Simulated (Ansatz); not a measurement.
Molecular dynamics of AlH₄LiSi

Input:

```yaml
crystal:
  periodic: [false, false, false]
  atoms:
    - { symbol: Li, position_ang: [-3.055509, -1.343028, 0.420986] }
    - { symbol: Al, position_ang: [-0.445959, -1.090823, -0.090459] }
    - { symbol: Si, position_ang: [0.84904, 1.374866, 0.027042] }
    - { symbol: H, position_ang: [0.750298, -2.086397, -0.574627] }
    - { symbol: H, position_ang: [0.542351, 0.842381, -1.351586] }
    - { symbol: H, position_ang: [-0.364301, 1.852592, 0.753244] }
    - { symbol: H, position_ang: [1.724079, 0.45041, 0.815401] }
basis:
  gaussian: { orbitals: "6-31G" }
hamiltonian:
  xc: hf
md:
  timestep: 0.5
  n_steps: 200
  ensemble: nve
  temperature: 100.0
  initial_velocities: maxwell_boltzmann
  seed: 4340
```

Command:

```bash
$ ansatz run input.yaml --threads 1 --pin off --max-ram 2048MiB --backend cpu --events-out ev --progress --plain --runs-dir out
```

It starts at the highest image of a converged band. Of that band: Neighbouring images differ by up to 1.7 eV, so the band resolves the path poorly. A vibrational analysis at the climbing image gives one clearly imaginary mode, 902i cm⁻¹: a first-order saddle point.

Output, in part (one step line in 7, the closing report, with atoms numbered from 0):

```
md step     0: t =     0.00 fs  T =   100.0 K  F+E_penalty+E_count = -14706.07336872 eV  E_kin = 0.064630 eV  conserved = -14706.00873872 eV  (40 SCF iters)
md step     7: t =     3.50 fs  T =    63.6 K  F+E_penalty+E_count = -14706.04968918 eV  E_kin = 0.041136 eV  conserved = -14706.00855307 eV  (26 SCF iters)
md step    14: t =     7.00 fs  T =    65.2 K  F+E_penalty+E_count = -14706.05081315 eV  E_kin = 0.042152 eV  conserved = -14706.00866101 eV  (25 SCF iters)
md step    21: t =    10.50 fs  T =    66.9 K  F+E_penalty+E_count = -14706.05178779 eV  E_kin = 0.043254 eV  conserved = -14706.00853428 eV  (25 SCF iters)
md step    28: t =    14.00 fs  T =   157.2 K  F+E_penalty+E_count = -14706.11015661 eV  E_kin = 0.101607 eV  conserved = -14706.00854940 eV  (24 SCF iters)
md step    35: t =    17.50 fs  T =   355.7 K  F+E_penalty+E_count = -14706.23835303 eV  E_kin = 0.229874 eV  conserved = -14706.00847865 eV  (31 SCF iters)
md step    42: t =    21.00 fs  T =   715.7 K  F+E_penalty+E_count = -14706.47129666 eV  E_kin = 0.462584 eV  conserved = -14706.00871239 eV  (31 SCF iters)
md step    49: t =    24.50 fs  T =  1007.1 K  F+E_penalty+E_count = -14706.66035138 eV  E_kin = 0.650867 eV  conserved = -14706.00948391 eV  (29 SCF iters)
md step    56: t =    28.00 fs  T =   681.0 K  F+E_penalty+E_count = -14706.44909600 eV  E_kin = 0.440147 eV  conserved = -14706.00894881 eV  (29 SCF iters)
md step    63: t =    31.50 fs  T =   499.6 K  F+E_penalty+E_count = -14706.33118297 eV  E_kin = 0.322879 eV  conserved = -14706.00830375 eV  (30 SCF iters)
md step    70: t =    35.00 fs  T =  1011.5 K  F+E_penalty+E_count = -14706.66296081 eV  E_kin = 0.653757 eV  conserved = -14706.00920384 eV  (29 SCF iters)
md step    77: t =    38.50 fs  T =  1246.4 K  F+E_penalty+E_count = -14706.81492339 eV  E_kin = 0.805580 eV  conserved = -14706.00934375 eV  (29 SCF iters)
md step    84: t =    42.00 fs  T =   959.4 K  F+E_penalty+E_count = -14706.62883178 eV  E_kin = 0.620037 eV  conserved = -14706.00879439 eV  (38 SCF iters)
md step    91: t =    45.50 fs  T =   666.4 K  F+E_penalty+E_count = -14706.43925011 eV  E_kin = 0.430665 eV  conserved = -14706.00858534 eV  (23 SCF iters)
md step    98: t =    49.00 fs  T =   572.5 K  F+E_penalty+E_count = -14706.37901002 eV  E_kin = 0.369983 eV  conserved = -14706.00902670 eV  (30 SCF iters)
md step   105: t =    52.50 fs  T =   393.4 K  F+E_penalty+E_count = -14706.26255062 eV  E_kin = 0.254240 eV  conserved = -14706.00831062 eV  (23 SCF iters)
md step   112: t =    56.00 fs  T =   596.1 K  F+E_penalty+E_count = -14706.39426990 eV  E_kin = 0.385261 eV  conserved = -14706.00900933 eV  (29 SCF iters)
md step   119: t =    59.50 fs  T =   716.6 K  F+E_penalty+E_count = -14706.47212067 eV  E_kin = 0.463157 eV  conserved = -14706.00896325 eV  (29 SCF iters)
md step   126: t =    63.00 fs  T =   621.5 K  F+E_penalty+E_count = -14706.41051780 eV  E_kin = 0.401699 eV  conserved = -14706.00881869 eV  (23 SCF iters)
md step   133: t =    66.50 fs  T =   454.8 K  F+E_penalty+E_count = -14706.30277330 eV  E_kin = 0.293914 eV  conserved = -14706.00885938 eV  (23 SCF iters)
md step   140: t =    70.00 fs  T =   276.0 K  F+E_penalty+E_count = -14706.18670616 eV  E_kin = 0.178347 eV  conserved = -14706.00835956 eV  (22 SCF iters)
md step   147: t =    73.50 fs  T =   442.8 K  F+E_penalty+E_count = -14706.29505498 eV  E_kin = 0.286166 eV  conserved = -14706.00888899 eV  (22 SCF iters)
md step   154: t =    77.00 fs  T =   585.7 K  F+E_penalty+E_count = -14706.38735429 eV  E_kin = 0.378557 eV  conserved = -14706.00879685 eV  (22 SCF iters)
md step   161: t =    80.50 fs  T =   680.2 K  F+E_penalty+E_count = -14706.44829467 eV  E_kin = 0.439590 eV  conserved = -14706.00870512 eV  (23 SCF iters)
md step   168: t =    84.00 fs  T =   796.6 K  F+E_penalty+E_count = -14706.52380595 eV  E_kin = 0.514841 eV  conserved = -14706.00896460 eV  (29 SCF iters)
md step   175: t =    87.50 fs  T =   793.2 K  F+E_penalty+E_count = -14706.52127868 eV  E_kin = 0.512658 eV  conserved = -14706.00862072 eV  (23 SCF iters)
md step   182: t =    91.00 fs  T =   866.9 K  F+E_penalty+E_count = -14706.56934284 eV  E_kin = 0.560278 eV  conserved = -14706.00906511 eV  (29 SCF iters)
md step   189: t =    94.50 fs  T =   758.9 K  F+E_penalty+E_count = -14706.49931825 eV  E_kin = 0.490506 eV  conserved = -14706.00881269 eV  (23 SCF iters)
md step   196: t =    98.00 fs  T =   633.7 K  F+E_penalty+E_count = -14706.41826917 eV  E_kin = 0.409573 eV  conserved = -14706.00869616 eV  (23 SCF iters)
md step   200: t =   100.00 fs  T =   612.0 K  F+E_penalty+E_count = -14706.40432371 eV  E_kin = 0.395505 eV  conserved = -14706.00881852 eV  (30 SCF iters)
Total energy: -14706.40432371 eV, -540.4503905375 hartree
Atom 0 at    -3.003016    -1.164216     0.506976 Å, force     0.015548     0.169711    -0.045064 eV/Å
Atom 1 at    -0.413429    -1.221624    -0.143767 Å, force    -0.564014     0.473718     0.550345 eV/Å
Atom 2 at     0.873205     1.505301     0.049716 Å, force    -0.885396    -0.648627     0.760453 eV/Å
Atom 3 at     0.302994    -2.637164    -0.474655 Å, force     0.762019     0.290322    -0.207539 eV/Å
Atom 4 at     0.350341     0.618640    -1.181535 Å, force    -0.106275    -0.418268    -0.116687 eV/Å
Atom 5 at    -0.629989     1.692202     0.559964 Å, force     0.610251     0.344900    -0.385537 eV/Å
Atom 6 at     0.723625     0.021214     0.941787 Å, force     0.167866    -0.211755    -0.555971 eV/Å
Dipole moment:    -1.672341    -0.583725     0.233711 e Å
```

All steps were run. The conserved energy stayed within 0.12 meV per atom of its start (net change -0.011 meV per atom), so the integration is sound. The system heated up, since it started high on the potential surface and ran downhill. A run of 0.1 ps of so small a system gives no equilibrium averages. The orbitals stay closed-shell, which can raise the energy where a bond breaks towards radicals; this wasn't checked here. Limits of this set-up: no polarisation functions.

The step under study would form Al2–H5 and break Si3–H5. These pairs go: Al2–H5 2.51 → 2.25 Å, Si3–H5 1.51 → 1.60 Å. In the last frame they stand as before the step (other bonds may differ from the relaxed reactants and products). It ends as AlHLi + H3Si by the count below, though a long contact still joins these pieces: Al2–Si3, 3.02 Å. Pairs count as bonded within 1.25 times the sum of covalent radii (0.12 Å more for H–H).

Last frame:

```xyz
7
Properties=species:S:1:pos:R:3
Li -3.003 -1.164 0.507
Al -0.413 -1.222 -0.144
Si 0.873 1.505 0.050
H 0.303 -2.637 -0.475
H 0.350 0.619 -1.181
H -0.630 1.692 0.560
H 0.724 0.021 0.942
```

The run took 110 s on 1 CPU thread of a shared host.
